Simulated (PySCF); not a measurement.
Isomers of C2H2F4. The calculation used PBE0-D3(BJ)/def2-SVP geometry optimisation, gas phase in PySCF 2.14.0. Energies are electronic, without zero-point or thermal terms, for one conformer each. No frequencies were run at this level. Point groups hold within 0.08 Å.

**Question.** Order them by energy at this level, lowest first, and give relative energies in kcal/mol.
A. 1,1,1,2-tetrafluoroethane, `FCC(F)(F)F`
B. `[F:1][CH:2]([F:3])[CH:4]([F:5])[F:6]` with F1–C2–C4–F5 -70°

**Answer.** A (0.0), B (9.0).

| SMILES | E (Eh) | E rel (kcal/mol) | dipole (D) | point group | A, B, C (MHz) |
| --- | --- | --- | --- | --- | --- |
| FCC(F)(F)F | -475.96245 | 0.0 | 1.91 | Cs | 5387, 2815, 2776 |
| FC(F)C(F)F | -475.94806 | 9.0 | 2.21 | C2 | 5303, 2816, 2534 |

**Question.** How do the relative energies change in single points at B97-2/pcSseg-2 (no added dispersion term) on the same geometries?

**Answer.** 
| SMILES | PBE0-D3(BJ)/def2-SVP (kcal/mol) | B97-2/pcSseg-2 (kcal/mol) | shift |
| --- | --- | --- | --- |
| FCC(F)(F)F | 0.0 | 0.0 | 0.0 |
| FC(F)C(F)F | 9.0 | 7.2 | -1.8 |

Each column counts from its own lowest isomer. The order is unchanged; the largest shift is 1.8 kcal/mol.
